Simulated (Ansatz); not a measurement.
How far each method lies from full CI for CF⁺, triplet

Geometry: that of the CF, quartet, kept fixed.

| atom | x (Å) | y (Å) | z (Å) |
| --- | --- | --- | --- |
| C | 0.0000 | 0.0000 | 0.0000 |
| F | 0.0000 | 0.0000 | 1.3159 |

Basis 6-31G; Ansatz 0.2.0. Only valence electrons are correlated (noble-gas cores frozen), which leaves 10 electrons in 16 orbitals. Prefix R: restricted or restricted open-shell reference; prefix U: unrestricted. Active spaces: valence = (10e, 8o) chosen from the atoms' valence shells.

Full CI is exact within this basis and frozen core; it isn't the basis-set limit. The frozen core follows each run's orbitals, which can shift R against U totals by a few meV.

For open shells CISD and CISDTQ are restricted-active-space CI with the open shells as a complete middle space.

- UHF ⟨S²⟩: 2.011
- T1 diagnostic (RCCSD): 0.0411
- largest doubles amplitude (RCCSD): 0.061
- T1 diagnostic (UCCSD): 0.0344

```csv
level,E − E(RHF) (eV)
UHF,-0.0680
RMP2,-4.5807
UMP2,-4.6291
RCCSD,-4.7973
UCCSD,-4.7974
RCCSD(T),-4.9660
UCCSD(T),-4.9663
```

**Question.** Estimate how far full CI in 6-31G lies from RCCSD(T). The table doesn't fix it; the size of (T) and the diagnostics are the guide.

**Answer.** Full CI in 6-31G lies 0.98 kcal/mol below RCCSD(T), which is 25 % of the (T) step (-3.89 kcal/mol). T1 is raised, and the rest is a large part of (T).

The other levels:

```
                   level  E − E(full CI) (kcal/mol)  share of correlation (%)  wall time
                    CISD                       9.22                     92.02     0.66 s
                 BCCD(T)                       0.90                     99.22     0.75 s
                  RCCSDT                       0.19                     99.83          –
                  UCCSDT                       0.20                     99.82          –
                  CISDTQ                       0.32                     99.72      5.5 s
               RCCSDT(Q)                       0.07                     99.94      3.9 s
               UCCSDT(Q)                      -0.22                    100.19      3.4 s
                 RCCSDTQ                      -0.04                    100.03       39 s
                 UCCSDTQ                      -0.04                    100.04       38 s
  CASSCF (valence space)                      57.34                     50.35          –
  NEVPT2 (valence space)                       9.62                     91.67      1.8 s
  MRCISD (valence space)                       2.25                     98.05          –
MRCISD+Q (valence space)                       0.87                     99.25      2.5 s
```

The correlation energy at full CI, counted from RHF, is -5.008 eV. That run took 39 s on 1 thread of Arm Neoverse V1, shared host over 4,769,856 determinants.

Times hold each run's SCF and search for its determinant on a shared host, so for small cases they say little of a method's own cost; they ran on 1 thread of Arm Neoverse V1.

Not variational, and here over 5 meV under the exact energy: UCCSDT(Q).

The full-CI state has the irrep B1 of C2v, in the program's axes (one component, if the state is degenerate).

Natural occupations of full CI about the gap: 1.978 1.950 1.937 1.004 1.001 0.062 0.038 0.013 0.008 0.007; effectively unpaired electrons, Σ n²(2−n)², 2.05.
